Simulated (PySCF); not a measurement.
BeH, SMILES [BeH+], charge +1.

Geometry: PBE0-D3(BJ)/def2-TZVPD. The multiplicity is an assumed one; other spin states were not compared.

Calculation: PBE/def2-TZVPD (PySCF).

The molecule is in vacuum.

| Quantity | Result |
|---|---|
| total energy | -14.90582 hartree |
| point group | C∞v |
| highest occupied level | -15.84 eV |
| lowest empty level | -11.49 eV |
| orbital gap | 4.35 eV |
| dipole moment about the centre of nuclear charge | 3.43 D |
| mean static polarisability | 13.1 bohr³ (1.94 Å³) |
| polarisability, principal values | 12.1, 12.1, 15.2 bohr³ |
